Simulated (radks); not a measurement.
# S²⁺ in [Ne] 3s2 3p2: an all-electron calculation

The task here is to estimate one member of a computed series from the others.

The numbers are computed with radks (a radial shooting solver on a logarithmic mesh, Libxc functionals) version 1 (scalar-relativistic Kohn-Sham, SOGGA, spin-polarised, spherical densities, point nucleus; open shells are filled with parallel spins first), except any that are marked as measured or tabulated.

**The system**

| Item | Value |
| --- | --- |
| element | sulfur (Z = 16) |
| charge | +2 |
| electrons | 14 |
| configuration | [Ne] 3s2 3p2 |

Outer shells as boxes (Hund's rule):

S²⁺
```
[Ne] core
3s [↑↓]
3p [↑ ][↑ ][  ]
```

The first run:

The run's settings:

```text
Z 16
configuration [Ne] 3s2 3p2
relativity scalar-relativistic
functional sogga,pbe
spin polarised
nucleus point
c 137.035999084
```

Among the steps run: Self-consistent calculation.

One table of the session follows, with a row left open; its other results are not shown here.

It belongs to the step «Orbitals and density». Radial moments (bohr):

| level | <r> | outermost maximum (interpolated) | 90 % within | nodes |
| --- | --- | --- | --- | --- |
| 1s up | ? | ? | ? | ? |
| 1s down | 0.09698 | 0.0634 | 0.173 | 0 |
| 2s up | 0.4792 | 0.388 | 0.751 | 1 |
| 2s down | 0.4789 | 0.389 | 0.750 | 1 |
| 2p up | 0.4422 | 0.325 | 0.737 | 0 |
| 2p down | 0.4419 | 0.326 | 0.736 | 0 |
| 3s up | 1.575 | 1.37 | 2.34 | 2 |
| 3s down | 1.582 | 1.37 | 2.37 | 2 |
| 3p up | 1.754 | 1.50 | 2.66 | 1 |
| 3p down | 1.781 | 1.50 | 2.73 | 1 |

Estimate the missing values for 1s up.

**Answer.** <r>: 0.09699; outermost maximum (interpolated): 0.0634; 90 % within: 0.173; nodes: 0. In the column «<r>» it lies between 1s down (0.09698) and 2p down (0.4419).

Limits of these values: Open shells are spherical and high-spin; term and fine-structure splittings are not resolved.
